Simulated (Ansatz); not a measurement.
`C[SiH2]O` → H₂O + `C[SiH]` at 600 K and 1 bar (silylene formation by 1,1-elimination).

Calculated with Ansatz (gas phase, PBE0-D4/def2-TZVP geometries, no zero-point term in ΔE). CBS: def2 TZ/QZ extrapolation, frozen cores. Each species was taken in one conformer, which may not be the lowest.

```tsv
species	CCSD(T)/CBS energy (Eh)	H − E (kJ/mol)	S (J/(mol·K))
`C[SiH2]O`	-405.96293	226.2	370.0
H₂O	-76.37685	76.8	212.8
`C[SiH]`	-329.46178	143.5	309.3
```

H − E and S are ideal-gas, rigid-rotor, harmonic terms from PBE0-D4/def2-TZVP, for one conformer and one mirror image of each species. 1 Eh = 2625.50 kJ/mol, R = 8.31446 J/(mol·K).

**Question.** By hand: ΔE, ΔH, ΔS and ΔG.

**Answer.** ΔE = (-76.37685) + (-329.46178) − (-405.96293) = 0.12430 Eh = 326.3 kJ/mol. Δ(H − E) = 76.8 + 143.5 − 226.2 = -5.9, so ΔH = 320.4 kJ/mol. ΔS = 212.8 + 309.3 − 370.0 = 152.1 J/(mol·K). ΔG = 320.4 − 600 × (152.1)/1000 = 229.1 kJ/mol.

**Question.** By hand: the equilibrium constant, and the temperature at which ΔG would vanish if ΔH and ΔS stayed fixed.

**Answer.** log₁₀ K = −ΔG/(RT ln 10) = -19.9. ΔG = 0 at ΔH/ΔS = 2107 K.

The number of gas molecules changes by +1, which sets the sign of ΔS. A doubt of 5 kJ/mol in ΔE shifts log₁₀ K by 0.4 here. Other conformers and mirror images would add mixing entropy, several J/(mol·K) or more a flexible species. These are equilibria of isolated gas molecules and say nothing of rates. Largest T1 diagnostic: 0.012 (customary marks: 0.02 for closed shells, 0.045 for open ones).
